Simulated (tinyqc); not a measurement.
Inside a calculation. Method: G0W0 on RHF in the sto-3g basis, for H2O, spin multiplicity 1. One step of it, computed by the program tinyqc.

Task: Screening: direct RPA. With D = e_a - e_i and K = (ia|jb): diagonalise D^(1/2) (D + 4K) D^(1/2) = Z w^2 Z^T; X + Y = D^(1/2) Z w^(-1/2), each column of Z with its largest component positive (the first on a tie); E_c = (sum w - tr (D + 2K)) / 2.

orbital energies (hartree): MO1 -20.244027, MO2 -1.297479, MO3 -0.630430, MO4 -0.470203, MO5 -0.398164, MO6 0.653288, MO7 0.779247

Two-electron integrals over orbitals (pq|rs), unique and non-zero (hartree):
```
(11|11) 4.743860    (21|11) -0.412859   (21|21) 0.057345    (22|11) 1.002307
(22|21) -0.012031   (22|22) 0.735359    (31|11) 0.006852    (31|21) -0.000750
(31|22) 0.000860    (31|31) 0.011431    (32|11) -0.001812   (32|21) 0.000443
(32|22) 0.004312    (32|31) 0.018320    (32|32) 0.147225    (33|11) 0.816941
(33|21) -0.004361   (33|22) 0.657283    (33|31) -0.000330   (33|32) -0.002124
(33|33) 0.647251    (41|11) 0.193563    (41|21) -0.023167   (41|22) 0.017652
(41|31) 0.000555    (41|32) 0.000033    (41|33) 0.006935    (41|41) 0.028832
(42|11) -0.124381   (42|21) 0.009761    (42|22) 0.013315    (42|31) -0.000035
(42|32) 0.000184    (42|33) 0.007230    (42|41) 0.018139    (42|42) 0.119911
(43|11) 0.007331    (43|21) -0.000339   (43|22) 0.002144    (43|31) -0.004075
(43|32) 0.015681    (43|33) 0.001228    (43|41) -0.000408   (43|42) -0.003095
(43|43) 0.046464    (44|11) 1.009360    (44|21) -0.014375   (44|22) 0.674510
(44|31) 4.58e-06    (44|32) -0.002149   (44|33) 0.608422    (44|41) -0.011775
(44|42) -0.104463   (44|43) 0.004443    (44|44) 0.797968    (51|51) 0.026067
(52|51) 0.032206    (52|52) 0.142614    (53|51) -0.000529   (53|52) -0.001725
(53|53) 0.029859    (54|51) -0.014255   (54|52) -0.048816   (54|53) 0.001123
(54|54) 0.058563    (55|11) 1.115331    (55|21) -0.011554   (55|22) 0.746487
(55|31) 0.000189    (55|32) -0.000844   (55|33) 0.639381    (55|41) 0.005398
(55|42) -0.066495   (55|43) 0.004088    (55|44) 0.734947    (55|55) 0.880159
(61|11) -0.242735   (61|21) 0.036650    (61|22) 0.000425    (61|31) -0.002071
(61|32) -0.002256   (61|33) 0.000386    (61|41) -0.001420   (61|42) 0.020341
(61|43) 0.000084    (61|44) -0.020495   (61|55) -0.006245   (61|61) 0.032943
(62|11) 0.315953    (62|21) -0.006440   (62|22) 0.145515    (62|31) -0.001218
(62|32) -0.005338   (62|33) 0.081183    (62|41) 0.018833    (62|42) 0.017814
(62|43) 0.004290    (62|44) 0.090762    (62|55) 0.160953    (62|61) 0.006958
(62|62) 0.103937    (63|11) -0.042167   (63|21) 0.000920    (63|22) -0.017185
(63|31) 0.003585    (63|32) -0.035719   (63|33) -0.011062   (63|41) -0.000118
(63|42) 0.008493    (63|43) -0.025460   (63|44) -0.017519   (63|55) -0.022546
(63|61) 0.000233    (63|62) -0.012721   (63|63) 0.067107    (64|11) 0.209608
(64|21) -0.002093   (64|22) 0.087485    (64|31) 0.001145    (64|32) 0.008781
(64|33) 0.042649    (64|41) 0.001736    (64|42) -0.032183   (64|43) 0.001889
(64|44) 0.119539    (64|55) 0.109563    (64|61) -0.000794   (64|62) 0.058025
(64|63) -0.014221   (64|64) 0.065435    (65|51) 0.016029    (65|52) 0.059532
(65|53) -0.003417   (65|54) -0.003606   (65|65) 0.039378    (66|11) 0.819479
(66|21) -0.006858   (66|22) 0.625498    (66|31) -0.001720   (66|32) -0.020862
(66|33) 0.580610    (66|41) 0.021878    (66|42) 0.058859    (66|43) -0.009893
(66|44) 0.554367    (66|55) 0.596514    (66|61) 0.008799    (66|62) 0.099824
(66|63) 0.007651    (66|64) 0.040762    (66|66) 0.609575    (71|11) -0.030677
(71|21) 0.004798    (71|22) 0.000552    (71|31) 0.015457    (71|32) 0.023107
(71|33) -0.000627   (71|41) -0.000504   (71|42) 0.002039    (71|43) -0.005787
(71|44) -0.002305   (71|55) -0.000765   (71|61) 0.001655    (71|62) -0.001313
(71|63) 0.004435    (71|64) 0.001390    (71|66) -0.001821   (71|71) 0.021619
(72|11) 0.041976    (72|21) -0.000778   (72|22) 0.018759    (72|31) 0.013453
(72|32) 0.034281    (72|33) 0.008733    (72|41) 0.001959    (72|42) -0.000297
(72|43) -0.035900   (72|44) 0.013682    (72|55) 0.020953    (72|61) -0.001370
(72|62) 0.006188    (72|63) 0.035251    (72|64) 0.008796    (72|66) 0.014529
(72|71) 0.017297    (72|72) 0.060704    (73|11) 0.355341    (73|21) -0.007707
(73|22) 0.126317    (73|31) 0.000195    (73|32) -0.006432   (73|33) 0.089894
(73|41) -0.001123   (73|42) -0.077720   (73|43) 0.000810    (73|44) 0.159891
(73|55) 0.183348    (73|61) -0.007491   (73|62) 0.076116    (73|63) -0.010469
(73|64) 0.073820    (73|66) 0.037865    (73|71) -0.000735   (73|72) 0.013983
(73|73) 0.150859    (74|11) 0.017074    (74|21) -0.000219   (74|22) 0.005110
(74|31) -0.010291   (74|32) -0.078945   (74|33) 0.005384    (74|41) 0.000408
(74|42) -0.001057   (74|43) 0.006374    (74|44) 0.010036    (74|55) 0.008493
(74|61) 0.001654    (74|62) 0.007850    (74|63) 0.039255    (74|64) -0.002747
(74|66) 0.016628    (74|71) -0.013669   (74|72) -0.014608   (74|73) 0.011075
(74|74) 0.069896    (75|51) 0.002018    (75|52) 0.007568    (75|53) 0.023205
(75|54) -0.001043   (75|65) 0.001931    (75|75) 0.023911    (76|11) -0.003118
(76|21) 0.000308    (76|22) 0.003230    (76|31) 0.009244    (76|32) 0.096554
(76|33) -0.005352   (76|41) 0.001987    (76|42) 0.007059    (76|43) 0.041909
(76|44) -0.007345   (76|55) -0.002123   (76|61) 0.000221    (76|62) 0.004094
(76|63) -0.057110   (76|64) 0.008139    (76|66) -0.020428   (76|71) 0.011946
(76|72) -0.012929   (76|73) -0.011870   (76|74) -0.055498   (76|76) 0.108372
(77|11) 0.869005    (77|21) -0.009207   (77|22) 0.629226    (77|31) 0.002468
(77|32) 0.023288    (77|33) 0.618716    (77|41) 0.004726    (77|42) -0.009073
(77|43) 0.010304    (77|44) 0.611467    (77|55) 0.626046    (77|61) -0.005258
(77|62) 0.069995    (77|63) -0.023712   (77|64) 0.039609    (77|66) 0.568280
(77|71) 0.002329    (77|72) 0.006656    (77|73) 0.084260    (77|74) -0.010473
(77|76) 0.019521    (77|77) 0.628710
```

Give: D^(1/2) (D + 4K) D^(1/2); excitation energies w; X + Y; RPA correlation energy.

Result:

D^(1/2) (D + 4K) D^(1/2) (hartree^2), lower triangle:
```
         1>6      1>7     2>6     2>7     3>6    3>7     4>6    4>7
1>6  439.451
1>7    0.139  443.796
2>6    0.178   -0.034   4.617
2>7   -0.036    0.457   0.050   4.817
3>6    0.005    0.092  -0.081   0.230   1.993
3>7   -0.163   -0.016   0.505   0.096  -0.056  2.838
4>6   -0.015    0.027   0.344   0.054  -0.068  0.372   1.556
4>7    0.034   -0.280   0.049  -0.094   0.199  0.059  -0.013  1.910
5>6    0.000    0.000   0.000   0.000   0.000  0.000   0.000  0.000
5>7    0.000    0.000   0.000   0.000   0.000  0.000   0.000  0.000

       5>6    5>7
5>6  1.271
5>7  0.009  1.499
```

excitation energies w (hartree): 1.127  1.199  1.224  1.313  1.467  1.662  2.180  2.213  20.963  21.067

X + Y:
```
          1       2      3       4       5       6       7       8
1>6   0.000   0.000  0.000   0.000   0.000   0.002  -0.001   0.000
1>7   0.000   0.000  0.000   0.002   0.001   0.000   0.002  -0.002
2>6   0.000  -0.084  0.000  -0.026   0.016  -0.318   0.706   0.557
2>7   0.000  -0.017  0.000   0.092  -0.051  -0.038  -0.612   0.750
3>6   0.000   0.086  0.000  -0.636   0.705  -0.050  -0.060   0.029
3>7   0.000  -0.249  0.000  -0.078   0.039   0.857   0.150   0.157
4>6   0.000   0.936  0.000   0.016  -0.062   0.168   0.067   0.067
4>7   0.000   0.025  0.000   0.739   0.600   0.030   0.024  -0.006
5>6   0.965   0.000  0.035   0.000   0.000   0.000   0.000   0.000
5>7  -0.038   0.000  0.980   0.000   0.000   0.000   0.000   0.000

          9     10
1>6   0.998  0.032
1>7  -0.032  0.998
2>6   0.000  0.000
2>7   0.000  0.000
3>6   0.000  0.000
3>7   0.000  0.000
4>6   0.000  0.000
4>7   0.000  0.000
5>6   0.000  0.000
5>7   0.000  0.000
```

RPA correlation energy = -0.04917 hartree
